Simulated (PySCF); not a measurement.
Method: PySCF with TPSSh-D3(BJ)/def2-TZVP. Gas-phase values, no solvent. 

Reference species (SMILES): `[Cl]` (neutral, multiplicity 2).

| Item | Result |
|---|---|
| dipole moment | 0.00 D |

Changed species: `[Cl][Al][Cl]` (radical fragment; the reference has radical fragment).

Task: Give the shifts of the dipole moment.

Result: the dipole moment increases by 1.45 D, to 1.45 D.
